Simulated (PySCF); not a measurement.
Results of a calculation; reference values are marked as such.
## C2H4F

C2H4F is a small molecule (built as: C site whose three back bonds go to CH3, F, H), neutral, doublet. The structure, one conformer, was relaxed in the gas phase by PBE0-D3(BJ)/def2-SVP. No frequency run checks that it is a minimum.

SMILES: C[CH]F

Coordinates in Å:
```
C1      0.846   -0.040   -0.105
C2     -0.629   -0.019   -0.083
F3      1.457    1.016    0.440
H4      1.439   -0.959   -0.042
H5     -1.032   -0.871   -0.648
H6     -1.016    0.912   -0.531
H7     -1.035   -0.074    0.947
```

EPR values by unrestricted B3LYP, IGLO-III on C F, pcH-1 on H.

Q: Predict g and the largest hyperfine couplings. Where does the spin sit?

A: g = 2.0021, 2.0042, 2.0048. The spin sits on C1 (99 %, bonded to 1 C + 1 F + 1 H) by Mulliken populations.
```json
{"atom": "F3", "isotope": "19F", "isotropic (MHz)": "157.1", "dipolar, principal values (MHz)": "-243.0, -210.7, 453.8"}
{"atom": "C1", "isotope": "13C", "isotropic (MHz)": "182.9", "dipolar, principal values (MHz)": "-81.9, -79.2, 161.1"}
{"atom": "H7", "isotope": "1H", "isotropic (MHz)": "144.3", "dipolar, principal values (MHz)": "-4.5, -2.7, 7.2"}
{"atom": "H4", "isotope": "1H", "isotropic (MHz)": "-38.8", "dipolar, principal values (MHz)": "-36.6, -2.2, 38.8"}
{"atom": "H6", "isotope": "1H", "isotropic (MHz)": "63.2", "dipolar, principal values (MHz)": "-5.3, -4.9, 10.1"}
{"atom": "C2", "isotope": "13C", "isotropic (MHz)": "-20.1", "dipolar, principal values (MHz)": "-2.5, -1.7, 4.2"}
```

Q: How do the isotropic couplings move with BHandHLYP?

A: F3 157.1 to 216.3 MHz, C1 182.9 to 221.2 MHz, H7 144.3 to 143.6 MHz, H4 -38.8 to -51.6 MHz.

The 2 runs behind this took 20 s in all, one thread each of Arm Neoverse V2 on a shared host, launched as `OMP_NUM_THREADS=1 python cluster_run.py task.json out`.
